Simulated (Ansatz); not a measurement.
Z-matrix (Å, degrees):
```
C
H 1 1.0984
H 1 1.0985 2 111.10
H 1 1.1049 2 107.48 3 117.29
S 1 1.7918 2 112.14 4 116.37
```
Charge 0, spin multiplicity 2.

Calculation: frozen-core CCSD(T)/cc-pVTZ // PBE-D3(BJ)/def2-TZVP in Ansatz (a program for electronic structure).

```json
{
  "HF energy": "-437.15169 Ha",
  "MP2 correlation energy": "-0.32558 Ha"
}
```

**Question.** Estimate the CCSD correlation energy, the (T) correction, the total energy and the T1 diagnostic.

**Answer.** 
The CCSD correlation energy is -0.35988 Ha and the (T) correction is -0.01404 Ha. The CCSD(T) total energy is -437.52561 Ha and the T1 diagnostic is 0.012.
